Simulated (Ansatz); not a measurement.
Results of LDA (PAW; Ansatz, an electronic-structure program) for antifluorite Mg2Sn.

Settings: plane-wave cutoff 520 eV, 20×20×20 k mesh, Fermi–Dirac smearing 0.05 eV, perturbation theory, scalar-relativistic PAW data made under PBE.

The cell has the measured lattice parameters. Conventional cell: a = 6.7665 Å, b = 6.7665 Å, c = 6.7665 Å, α = 90.00°, β = 90.00°, γ = 90.00°.

Harmonic phonon frequencies (cm⁻¹; i marks an imaginary mode; at Γ without the LO shift):

```csv
q point,frequencies
Γ,0 0 0 179 179 179 207 207 207
X,67 67 119 146 146 146 212 212 278
L,50 50 112 184 186 186 193 193 244
```

No imaginary mode appears at these points.

Note: the solid has no gap at this level, which affects its response; the cell isn't this level's own, so it is under some stress, which shifts stiffness and frequencies.
